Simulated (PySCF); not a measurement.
Stick spectrum of a doublet radical in fast tumbling, microwave frequency 9.793 GHz, simulated to first order from computed parameters.

```csv
field (mT),relative intensity
344.49,1
346.27,2
348.05,1
350.28,1
352.06,2
353.84,1
```

(1) Find the g value from the centre of the pattern.

(2) Take the pattern apart into splittings.

(3) The radical has the formula CH2F. Propose a structure, and say which nuclei carry the couplings.

## Answers

(1) The pattern is symmetric about 349.17 mT, so g = hν/(μB·B0) = 9793/(13.99624 × 349.17) = 2.0039, a shift of +1.6 × 10⁻³ from the free-electron value.

(2) The first two lines at either end are about 1.78 mT apart, which is the smallest coupling, and their intensity ratio 1:2 counts the nuclei that share it. In full: a 1:1 doublet of 5.79 mT (162 MHz), from 1 nucleus of spin 1/2; a 1:2:1 triplet of 1.78 mT (50 MHz), from 2 nuclei of spin 1/2. Check: Σ 2nI·a is the distance from the first to the last line, 9.35 mT.

(3) The pattern alone needn't single out one isomer; the structure behind this simulation is `[CH2]F` [radical], numbered [CH2:1][F:2] (hydrogens: H3, H4 on C1). 5.79 mT: 19F at F2 (1 bond from C1; computed sign +); 1.78 mT: 1H at H3/H4 (α, 1 bond from C1; computed sign −). The largest Mulliken spin population is on C1 (+1.04). The angles at C1 add up to 354.3°, so it is nearly planar; its axial dipolar tensor and the negative couplings of its protons fit spin in a p orbital normal to that plane.

The calculation used UKS B3LYP, IGLO-III on C F, pcH-1 on H, non-relativistic, mean-field spin-orbit, GIAO in PySCF 2.14.0. Isolated species at its PBE0-D3(BJ)/def2-SVP geometry, gas phase.

For comparison, experiment gives in magnitude: 1H H3/H4 59.2 MHz (computed 50.0); 13C C1 153.7 MHz (computed 160.6); 19F F2 180.3 MHz (computed 162.4) (solution or matrix (EPR); Pople, Beveridge, Approximate Molecular Orbital Theory, McGraw-Hill 1970 (compilation of measured values)).

Rare isotopes and splittings under 0.04 mT were left out of the simulation.
